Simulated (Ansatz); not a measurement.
**Ligand exchange: BH(CH3)Cl + C4H10O → BH(CH3)(OH) + C4H9Cl**

Gas-phase species: BH(CH3)Cl, singlet; C4H10O (2-methyl-1-propanol) `CC(C)CO`, singlet; BH(CH3)(OH), singlet; C4H9Cl (1-chloro-2-methylpropane) `CC(C)CCl`, singlet. The partners trade Cl for OH: B–Cl and C–OH bonds give way to B–OH and C–Cl.

Shapes, held fixed at every level: PBE0-D4/def2-TZVP. Flexible molecules stand in one conformer, not always the lowest. Programs: Ansatz 0.2.0. Electronic energies: no zero-point or thermal term.

```tsv
level	kind	ΔE (kJ/mol)	less CCSD(T)/CBS estimate	CPU time (sum over the molecules)
HF/def2-TZVPP	Hartree–Fock	-68.9	+5.2	–
PBE-D4/def2-TZVPP	GGA	-70.1	+4.0	32 s
r2SCAN-D4/def2-TZVPP	meta-GGA	-70.3	+3.8	47 s
B3LYP-D4/def2-TZVPP	global hybrid	-73.6	+0.5	57 s
wB97X-V/def2-TZVPP	range-separated hybrid	-70.0	+4.1	78 s
B2PLYP/def2-TZVPP	double hybrid	-73.7	+0.4	62 s
CCSD(T)/CBS estimate	coupled cluster or CI	-74.1	0.0	–
```

The highest level, CCSD(T)/CBS estimate, gives ΔE = -74.1 kJ/mol; the levels span -74.1 to -68.9. The column of differences is taken from that level and isn't an error. No measured value is set beside it here. The CBS estimate extrapolates MP2 from def2-TZVPP and def2-QZVPP and adds CCSD(T) − MP2 in the triple-zeta set, cores frozen. Times are processor times on shared x86 and Arm servers, and rough.
